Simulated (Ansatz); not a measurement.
```yaml
crystal:
  periodic: [false, false, false]
  atoms:
    - {symbol: Ta, position_ang: [0.000000, 0.000000, 0.000000]}
    - {symbol: H, position_ang: [0.000000, 0.000000, 1.760000]}
basis:
  gaussian: {orbitals: def2-TZVP}
hamiltonian: {xc: pbe0}
relax: {f_tol: 0.004, max_steps: 80}
```

```sh
$ ansatz run in.yaml --threads 1 --pin off --events-out ev --progress --plain --max-ram 2176MiB
```

Steps of the relaxation (energy above the last step; positions in Å, forces in eV/Å):

```
2
step 1, 0.4 meV
Ta    0.000    0.000    0.000    0.000    0.000    0.106
H     0.000    0.000    1.760    0.000    0.000   -0.106
```

```
2
step 2, 0.3 meV
Ta    0.000    0.000    0.008    0.000    0.000   -0.097
H     0.000    0.000    1.752    0.000    0.000    0.097
```

```
2
step 3, 0.0 meV
Ta    0.000    0.000    0.004    0.000    0.000   -0.002
H     0.000    0.000    1.756    0.000    0.000    0.002
```

Close pairs at the end: Ta1–H2 1.752 Å.

A stationary point of restricted PBE0 after 3 steps (its stability towards spin polarisation wasn't tested). 7.5 s on 1 thread of Arm Neoverse V2, shared host.
